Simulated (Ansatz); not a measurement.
# BH₃O₂: a ladder of functionals and wavefunction methods

One table from this session's results is given with a row withheld; the runs are named, their logs left out.

Program: Ansatz 0.2.0, Gaussian basis. Level of theory: functionals in def2-TZVPP, the program's frozen cores in correlated methods. These are calculated values, not measurements.

Plan: LDA (SPW92), PBE-D4, revPBE-D4, BLYP-D4, r2SCAN-D4, B97M-V, PBE0-D4, B3LYP-D4, r2SCANh-D4, r2SCAN0-D4, HSE06-D4, BHLYP-D4, CAM-B3LYP-D4, LC-ωPBE, ωB97X-V, ωB97M-V, B2PLYP, PBE-QIDH; CCSD(T)/def2-SVP; CCSD(T)/def2-TZVPP; CCSD(T)/def2-QZVPP; extrapolation to the limit; RPA on PBE.

### Structure used throughout

The geometry comes from an earlier relaxation with PBE0-D4 in a triple-zeta def2 set; it is a stationary point.

6 atoms, charge 0, spin multiplicity 1.

Atoms are counted from 1 here; the program's logs count them from 0.

Bond lengths: O1–B2 1.356 Å, O1–H4 0.958 Å, B2–O3 1.356 Å, B2–H5 1.205 Å, O3–H6 0.958 Å. Angles: B2–O1–H4 112.7°, O1–B2–O3 116.8°, O1–B2–H5 121.6°, O3–B2–H5 121.6°, B2–O3–H6 112.7°.

Set-up of the first run:

The input, in.yaml:

```yaml
crystal:
  periodic: [false, false, false]
  atoms:
    - {symbol: O, position_ang: [-1.176211, -0.524494, -0.251839]}
    - {symbol: B, position_ang: [0.049477, 0.028108, -0.072891]}
    - {symbol: O, position_ang: [0.580607, -0.053848, 1.172455]}
    - {symbol: H, position_ang: [-1.494726, -0.433523, -1.150617]}
    - {symbol: H, position_ang: [0.637775, 0.565587, -0.976143]}
    - {symbol: H, position_ang: [1.445180, 0.354069, 1.232835]}
basis:
  gaussian: {orbitals: def2-TZVPP}
hamiltonian: {xc: lda}
output: {orbitals: {seedname: orbitals}}
```

The run is started by

```bash
> ansatz run in.yaml --threads 2 --pin off --events-out ev --progress --plain --max-ram 32768MiB --backend cpu
```

Among the steps run: LDA; PBE-D4 (GGA); revPBE-D4 (GGA); BLYP-D4 (GGA); r2SCAN-D4 (meta-GGA); B97M-V (meta-GGA); PBE0-D4 (hybrid); B3LYP-D4 (hybrid); r2SCANh-D4 (hybrid); r2SCAN0-D4 (hybrid); HSE06-D4 (hybrid); BHLYP-D4 (hybrid); CAM-B3LYP-D4 (range-separated); LC-ωPBE (range-separated); ωB97X-V (range-separated); ωB97M-V (range-separated); B2PLYP (double hybrid); PBE-QIDH (double hybrid).

One of the session's tables, all rows but one given; the rest of the session is left out.

It belongs to the step «Frontier levels by functional». 

```
  functional  HOMO (eV)  LUMO (eV)  gap (eV)
 LDA (SPW92)      -7.63      -0.34      7.29
      PBE-D4      -7.52      -0.07      7.45
   revPBE-D4      -7.47       0.03      7.50
     BLYP-D4      -7.48      -0.03      7.45
   r2SCAN-D4      -7.88       0.36      8.24
      B97M-V      -7.99       0.26      8.25
     PBE0-D4      -9.14       0.90     10.04
    B3LYP-D4      -8.94       0.50      9.44
  r2SCANh-D4      -8.48       0.70      9.18
  r2SCAN0-D4      -9.39       1.18     10.56
    HSE06-D4      -8.73       0.52      9.25
    BHLYP-D4     -10.75       1.44     12.20
CAM-B3LYP-D4     -10.68       1.59     12.27
     LC-ωPBE     -12.02       2.90     14.92
     ωB97X-V          ?          ?         ?
     ωB97M-V     -11.55       2.20     13.75
```

**Question.** Estimate the row for ωB97X-V.

As computed: HOMO (eV): -11.68; LUMO (eV): 2.73; gap (eV): 14.41. In the column «HOMO (eV)» it lies between LC-ωPBE (-12.02) and ωB97M-V (-11.55).
